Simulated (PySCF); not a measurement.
# Induced dipoles and field energies

Species: CH2O.
Structure used (PBE0-D3(BJ)/def2-TZVP), in Å, numbered top down from 1:
```xyz
4
CH2O angstrom
C      0.0044   -0.0057   -0.0086
O      1.1712   -0.2611   -0.0549
H     -0.3710    0.9556    0.3965
H     -0.7675   -0.7154   -0.3682
```

The species is `C=O` (CH2O).

Level: CAM-B3LYP/aug-cc-pVTZ (PySCF); nuclei fixed, core orbitals frozen in the response. Permanent dipole (-2.393, 0.524, 0.095) D (1 au = 2.5417 D). Static polarisability (au):

```
x   22.14 -1.01  0.08
y   -1.01 17.43  1.91
z    0.08  1.91 13.85
```

Only the terms in μ and α are kept: μ(F) = μ + αF and ΔE = −μ·F − ½ F·αF.

Q: What do fields of 0.051 V/Å (0.001 au) along the six axis directions do?

A: 
```
field along  induced x (D)  induced y (D)  induced z (D)  total size (D)  −μ·F (kJ/mol)  −½F·αF (kJ/mol)
         +x          0.056         -0.003          0.000           2.396         +2.472           -0.029
         −x         -0.056          0.003          0.000           2.507         -2.472           -0.029
         +y         -0.003          0.044          0.005           2.464         -0.541           -0.023
         −y          0.003         -0.044         -0.005           2.440         +0.541           -0.023
         +z          0.000          0.005          0.035           2.454         -0.098           -0.018
         −z          0.000         -0.005         -0.035           2.450         +0.098           -0.018
```

Q: For the field (-0.0006, 0.0002, -0.0009) au, what is the induced dipole, and what angle does it make with the field?

A: αF = (-0.034, 0.006, -0.031) D, at 14.6° to the field. The polarisability along this direction, F·αF/F², is 16.14 au, against a mean of 17.81 au.

Q: Which field along μ doubles the dipole in that direction (linear response)?

A: The polarisability along the dipole is 22.36 au, so F = 0.9645 au / 22.36 au = 0.0431 au = 2.22 V/Å; higher-order terms are ignored.

Q: What field makes μF equal to kT at 200 K?

A: kT = 0.6334 × 10⁻³ Eh, so F = 0.000657 au = 3.38 MV/cm.

Q: A unit point charge sits 6 Å away. Estimate the induction energy −αe²/2R⁴ with the mean polarisability, treating the molecule as a point.

A: R = 11.34 bohr, so the energy is −17.8/(2 × 11.34⁴) Eh = -1.41 kJ/mol. The charge–dipole term at its most favourable orientation, −μe/R², is -19.7 kJ/mol.

Isolated species at its PBE0-D3(BJ)/def2-TZVP geometry, gas phase.
